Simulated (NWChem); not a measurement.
System: dichloromethane (CH2Cl2); SMILES ClCCl

Input file for NWChem:

```
start job
memory heap 200 mb stack 900 mb global 1100 mb
geometry units angstroms noautosym nocenter noautoz
  Cl     1.494325     0.000000     0.212013
  C      0.000000     0.000000    -0.763738
  Cl    -1.494325     0.000000     0.212013
  H      0.000000     0.909676    -1.390204
  H      0.000000    -0.909676    -1.390204
end
basis spherical
  * library 6-31g*
end
dft
  xc b3lyp
  iterations 150
end
property
  response 1 0.0773
end
task dft property
```

Output (shortened):

```
             Northwest Computational Chemistry Package (NWChem) 7.3.0
             --------------------------------------------------------

                             Geometry "geometry" -> ""
                             -------------------------

 Output coordinates in angstroms (scale by  1.889725989 to convert to a.u.)

  No.       Tag          Charge          X              Y              Z
 ---- ---------------- ---------- -------------- -------------- --------------
    1 Cl                  17.0000     1.49432500     0.00000000     0.21201300
    2 C                    6.0000     0.00000000     0.00000000    -0.76373800
    3 Cl                  17.0000    -1.49432500     0.00000000     0.21201300
    4 H                    1.0000     0.00000000     0.90967600    -1.39020400
    5 H                    1.0000     0.00000000    -0.90967600    -1.39020400

 Effective nuclear repulsion energy (a.u.)     132.8678576092

                              NWChem Property Module
                              ----------------------

                                 NWChem DFT Module
                                 -----------------

 Summary of "ao basis" -> "ao basis" (spherical)
 ------------------------------------------------------------------------------
       Tag                 Description            Shells   Functions and Types
 ---------------- ------------------------------  ------  ---------------------
 Cl                          6-31g*                  8       18   4s3p1d
 C                           6-31g*                  6       14   3s2p1d
 H                           6-31g*                  2        2   2s

            General Information
            -------------------
          SCF calculation type: DFT
          Wavefunction type:  closed shell.
          No. of atoms     :     5
          No. of electrons :    42
           Alpha electrons :    21
            Beta electrons :    21
          Charge           :     0
          Spin multiplicity:     1
          Use of symmetry is: off; symmetry adaption is: off
          Maximum number of iterations: 150
          AO basis - number of functions:    54
                     number of shells:    26
          Convergence on energy requested:  1.00D-06
          Convergence on density requested:  1.00D-05
          Convergence on gradient requested:  5.00D-04

              XC Information
              --------------
                         B3LYP Method XC Potential
                     Hartree-Fock (Exact) Exchange  0.200
                        Slater Exchange Functional  0.800 local
                    Becke 1988 Exchange Functional  0.720 non-local
              Lee-Yang-Parr Correlation Functional  0.810
                  VWN I RPA Correlation Functional  0.190 local

             Grid Information
             ----------------
          Grid used for XC integration:  medium
          Radial quadrature: Mura-Knowles
          Angular quadrature: Lebedev.
          Tag              B.-S. Rad. Rad. Pts. Rad. Cut. Ang. Pts.
          ---              ---------- --------- --------- ---------
          Cl                  1.00       88           9.0       590
          C                   0.70       49           7.0       434
          H                   0.35       45           8.0       434
          Grid pruning is: on
          Number of quadrature shells:   315
          Spatial weights used:  Erf1

      Superposition of Atomic Density Guess
      -------------------------------------

 Sum of atomic energies:        -957.55788466

      Non-variational initial energy
      ------------------------------

 Total energy =    -958.373829
 1-e energy   =   -1586.241494
 2-e energy   =     494.999807
 HOMO         =      -0.346794
 LUMO         =       0.044719

   convergence    iter        energy       DeltaE   RMS-Dens  Diis-err
 ---------------- ----- ----------------- --------- --------- ---------
 d= 0,ls=0.0,diis     1   -959.6076210725 -1.09D+03  2.30D-02  6.38D-01
 d= 0,ls=0.0,diis     2   -959.5058789983  1.02D-01  1.42D-02  1.47D+00
 d= 0,ls=0.0,diis     3   -959.6878131745 -1.82D-01  1.34D-03  4.82D-03
 d= 0,ls=0.0,diis     4   -959.6884248611 -6.12D-04  4.09D-04  3.81D-04
 d= 0,ls=0.0,diis     5   -959.6884804599 -5.56D-05  4.85D-05  6.54D-06
 d= 0,ls=0.0,diis     6   -959.6884813816 -9.22D-07  1.18D-05  3.85D-07
 d= 0,ls=0.0,diis     7   -959.6884814367 -5.50D-08  1.82D-06  1.39D-08

         Total DFT energy =     -959.688481436687
      One electron energy =    -1587.590583259366
           Coulomb energy =      557.729336159337
    Exchange-Corr. energy =      -62.695091945892
 Nuclear repulsion energy =      132.867857609234

 Numeric. integr. density =       41.999998762653

                       DFT Final Molecular Orbital Analysis
                       ------------------------------------

 Vector   19  Occ=2.000000D+00  E=-3.296958D-01
              MO Center=  5.5D-07,  3.4D-08,  2.0D-01, r^2= 3.4D+00
   Bfn.  Coefficient  Atom+Function         Bfn.  Coefficient  Atom+Function
  ----- ------------  ---------------      ----- ------------  ---------------
     8      0.525381  1 Cl py                40     -0.525380  3 Cl py
    12      0.288220  1 Cl py                44     -0.288220  3 Cl py
     4     -0.204928  1 Cl py                36      0.204928  3 Cl py

 Vector   20  Occ=2.000000D+00  E=-3.145071D-01
              MO Center= -8.2D-07, -1.2D-08,  1.7D-01, r^2= 3.5D+00
   Bfn.  Coefficient  Atom+Function         Bfn.  Coefficient  Atom+Function
  ----- ------------  ---------------      ----- ------------  ---------------
     7      0.403678  1 Cl px                39      0.403678  3 Cl px
     9     -0.362685  1 Cl pz                41      0.362686  3 Cl pz
    11      0.214771  1 Cl px                43      0.214771  3 Cl px
    13     -0.198558  1 Cl pz                45      0.198558  3 Cl pz
     3     -0.155285  1 Cl px                35     -0.155285  3 Cl px

 Vector   21  Occ=2.000000D+00  E=-3.085137D-01
              MO Center= -5.6D-07, -3.1D-08, -5.9D-03, r^2= 3.4D+00
   Bfn.  Coefficient  Atom+Function         Bfn.  Coefficient  Atom+Function
  ----- ------------  ---------------      ----- ------------  ---------------
     8      0.487022  1 Cl py                40      0.487023  3 Cl py
    12      0.275187  1 Cl py                44      0.275187  3 Cl py
    22     -0.190729  2 C  py                 4     -0.189218  1 Cl py
    36     -0.189218  3 Cl py                52     -0.166282  4 H  s
    54      0.166282  5 H  s                 51     -0.135818  4 H  s

 Vector   22  Occ=0.000000D+00  E=-1.443072D-02
              MO Center=  1.7D-08,  2.3D-10, -7.5D-02, r^2= 3.4D+00
   Bfn.  Coefficient  Atom+Function         Bfn.  Coefficient  Atom+Function
  ----- ------------  ---------------      ----- ------------  ---------------
    24      1.406384  2 C  s                 11      0.561339  1 Cl px
    43     -0.561339  3 Cl px                27      0.553263  2 C  pz
    10     -0.451043  1 Cl s                 42     -0.451043  3 Cl s
     7      0.337282  1 Cl px                39     -0.337282  3 Cl px
    23      0.333537  2 C  pz                13      0.256105  1 Cl pz

 Vector   23  Occ=0.000000D+00  E= 3.161164D-02
              MO Center= -2.4D-08,  4.0D-10, -2.3D-01, r^2= 3.3D+00
   Bfn.  Coefficient  Atom+Function         Bfn.  Coefficient  Atom+Function
  ----- ------------  ---------------      ----- ------------  ---------------
    25      1.042991  2 C  px                21      0.542154  2 C  px
    10     -0.519785  1 Cl s                 42      0.519785  3 Cl s
    11      0.501873  1 Cl px                43      0.501873  3 Cl px
    13      0.454143  1 Cl pz                45     -0.454143  3 Cl pz
     9      0.243382  1 Cl pz                41     -0.243382  3 Cl pz

 Vector   24  Occ=0.000000D+00  E= 8.901285D-02
              MO Center= -1.2D-09,  2.2D-07, -1.3D+00, r^2= 3.1D+00
   Bfn.  Coefficient  Atom+Function         Bfn.  Coefficient  Atom+Function
  ----- ------------  ---------------      ----- ------------  ---------------
    24      1.667862  2 C  s                 52     -1.332048  4 H  s
    54     -1.332047  5 H  s                 27     -0.918923  2 C  pz
    23     -0.351719  2 C  pz                 6      0.191951  1 Cl s
    38      0.191951  3 Cl s                 11     -0.095558  1 Cl px
    43      0.095558  3 Cl px                13      0.091013  1 Cl pz

     Multipole analysis of the density
     ---------------------------------

     L   x y z        total         alpha         beta         nuclear
     -   - - -        -----         -----         ----         -------
     0   0 0 0     -0.000000    -21.000000    -21.000000     42.000000

     1   1 0 0     -0.000000     -0.000000     -0.000000      0.000000
     1   0 1 0     -0.000000     -0.000000     -0.000000      0.000000
     1   0 0 1     -0.718010     -0.213124     -0.213124     -0.291762

[...]

 DFT Linear Response polarizability / au
 Frequency  =       0.0773000 / au
 Wavelength =     589.4353558 / nm
              X              Y              Z
 -----------------------------------------------
 X      43.7418392     -0.0000000     -0.0000001
 Y      -0.0000000     20.7085344      0.0000000
 Z      -0.0000001      0.0000000     26.2861299
 -----------------------------------------------
 Eigenvalues =      43.7418392     20.7085344     26.2861299
 Isotropic   =      30.2455012
 Anisotropic =      20.8127904
 -----------------------------------------------

 Magnetic Dipole Response Matrix (nonzero elements):

 Exiting AOResponse driver routine
```

Level: B3LYP/6-31G* (spherical d). All runs use the structure optimised with PBE-D3(BJ)/def2-SVP.
